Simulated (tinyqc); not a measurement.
Geometry optimisation on the UHF/sto-3g surface (energies and gradients from PySCF), for H2O+, spin multiplicity 2, step by step. Computed by tinyqc, a small Python program that keeps every step (integrals from PySCF). Settings: charge = 1, multiplicity = 2, basis = sto-3g, optimiser = bfgs, first Hessian = 0.6, largest step = 0.5, iteration cap = 30. Command: `OMP_NUM_THREADS=1 python tinyqc.py 28509 28510 out.jsonl` (the two numbers bound the seeds that draw the settings). One thread of a shared host (Intel(R) Xeon(R) Processor @ 2.60GHz), about 0.8 s of CPU time with the checks.

## Step 1: energy and gradient

positions at the start (bohr):
```
           x          y         z
1O  0.037795   0.109604  0.030236
2H  0.049133   1.320919  1.122497
3H  0.015118  -1.328477  1.060136
```

Self-consistent energy and analytic gradient at these positions.

energy = -74.61690449 hartree

gradient (hartree/bohr):
```
              x            y            z
1O   0.00053708   0.11265709   0.23221764
2H  -0.00232465  -0.23346292  -0.17533525
3H   0.00178757   0.12080583  -0.05688239
```

## Step 1: move

Quasi-Newton step p = -H^(-1) g (first H = 0.6 times the unit matrix); steps longer than 0.5 bohr are cut back (factor 0.728 here).

positions after step 1 (bohr):
```
           x          y          z
1O  0.037143  -0.027132  -0.251616
2H  0.051954   1.604282   1.335309
3H  0.012948  -1.475104   1.129177
```

## Step 2: energy and gradient

As before.

energy = -74.64190735 hartree

gradient (hartree/bohr):
```
              x            y            z
1O  -0.00032761  -0.06119401  -0.11708137
2H   0.00037023   0.05502376   0.08617593
3H  -0.00004262   0.00617025   0.03090544
```

## Step 2: move

inverse Hessian in use (bohr^2/hartree):
```
           1          2          3          4          5          6          7          8
1   1.666664  -0.000446  -0.000885   0.000006   0.000649   0.000660  -0.000004  -0.000202
2  -0.000446   1.579143  -0.173106   0.001086   0.123466   0.128907  -0.000640  -0.035942
3  -0.000885  -0.173106   1.324907   0.002088   0.239357   0.254343  -0.001203  -0.066252
4   0.000006   0.001086   0.002088   1.666659  -0.001056  -0.001539   0.000002  -0.000030
5   0.000649   0.123466   0.239357  -0.001056   1.530820  -0.177005   0.000407   0.012381
6   0.000660   0.128907   0.254343  -0.001539  -0.177005   1.477421   0.000880   0.048097
7  -0.000004  -0.000640  -0.001203   0.000002   0.000407   0.000880   1.666668   0.000233
8  -0.000202  -0.035942  -0.066252  -0.000030   0.012381   0.048097   0.000233   1.690227
9   0.000225   0.044198   0.087416  -0.000548  -0.062353  -0.065097   0.000323   0.018154

           9
1   0.000225
2   0.044198
3   0.087416
4  -0.000548
5  -0.062353
6  -0.065097
7   0.000323
8   0.018154
9   1.644347
```

Quasi-Newton step p = -H^(-1) g (the inverse Hessian comes from BFGS updates; coordinates in the order x, y, z of each atom); steps longer than 0.5 bohr are cut back.

positions after step 2 (bohr):
```
           x          y          z
1O  0.037460   0.030187  -0.144470
2H  0.051856   1.572735   1.257113
3H  0.012730  -1.500877   1.100226
```

## Convergence

Stop when the largest gradient component is below 3e-5 hartree/bohr. The inverse Hessian follows the BFGS update with s = step, y = change of gradient.

Course of the optimisation:
```
step   E (hartree)  largest gradient (hartree/bohr)
1     -74.61690449                         2.33e-01
2     -74.64190735                         1.17e-01
3     -74.66250036                         6.64e-02
4     -74.66595039                         6.15e-02
5     -74.66913836                         1.93e-02
6     -74.66953189                         9.36e-03
7     -74.66969374                         4.08e-03
8     -74.66973827                         1.65e-03
9     -74.66974314                         2.45e-04
10    -74.66974322                         2.94e-05
```

Final distances (angstrom):
```
pair   distance
2H-1O  1.032878
3H-1O  1.032878
3H-2H  1.690442
```

Converged in 10 steps.
